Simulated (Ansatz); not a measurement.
`C/C=C/O` + H₂S → `C/C=C/S` + H₂O  (substitution at a C–O bond)

Gas-phase electronic energies from Ansatz, PBE0-D4/def2-TZVP geometries. CBS: MP2 limit from def2 TZ/QZ plus the TZ coupled-cluster correction, frozen cores. This one scheme is used for every species. Double bonds are as drawn, so ΔE can hold a change between cis and trans. Functionals use def2-TZVPP. HSE06 is defined as in plane-wave codes. Each species was taken in one conformer, which may not be the lowest.

`C/C=C/O`:

```xyz
10

C     0.554    1.314   -0.115
C    -0.232    0.060   -0.304
C    -0.100   -1.012    0.468
O    -0.775   -2.182    0.358
H    -0.097    2.174    0.072
H     1.238    1.225    0.731
H     1.150    1.554   -1.002
H    -0.950    0.035   -1.122
H     0.599   -1.044    1.298
H    -1.386   -2.124   -0.384
```

H₂S:

Cartesian coordinates in Å:
```
S 0.337 -0.497 -0.153
H -0.917 -0.326 0.290
H 0.580 0.822 -0.138
```

`C/C=C/S`:

Cartesian coordinates in Å:
```
C -0.655 0.997 0.888
C -0.253 -0.200 0.096
C 0.818 -0.245 -0.688
S 1.392 -1.579 -1.661
H -0.689 0.770 1.959
H 0.041 1.825 0.741
H -1.656 1.340 0.607
H -0.889 -1.079 0.179
H 1.467 0.622 -0.784
H 0.423 -2.450 -1.337
```

H₂O:

Cartesian coordinates in Å:
```
O -0.203 0.332 -0.002
H -0.549 -0.562 -0.022
H 0.751 0.230 0.024
```

```csv
level,ΔE (kcal/mol),difference from CCSD(T)/CBS
r2SCAN-D4,-4.5,2.0
r2SCANh-D4,-4.5,2.0
HSE06-D4,-4.9,1.6
B2PLYP,-4.5,2.0
PBE-QIDH,-5.3,1.2
PBE0,-4.2,2.3
CCSD/def2-TZVPP,-4.5,2.0
HF/CBS(def2),-1.9,4.6
MP2/CBS(def2),-8.5,-2.0
CCSD/CBS(def2),-5.9,0.6
CCSD(T)/CBS,-6.5,0
```

Largest T1 diagnostic among the species: 0.011.

At CCSD(T), def2-SVP lies +6.5 kcal/mol from the extrapolated value and def2-TZVPP +1.4 kcal/mol. The D4 term adds −1.2 kcal/mol with B3LYP and −0.6 kcal/mol with PBE0; it sums over pairs of atoms, weighted by their polarisabilities, and B3LYP, whose exchange is more repulsive, gets the larger term. Leaving LDA and LC-ωPBE aside and taking each functional with its dispersion term where it has one, the values, not all of them listed here, spread over 2.5 kcal/mol, from revPBE-D4 to CAM-B3LYP-D4. LDA lies +1.0 kcal/mol from PBE without D4.

B3LYP here is the variant with VWN-RPA as its local correlation; programs differ in this.
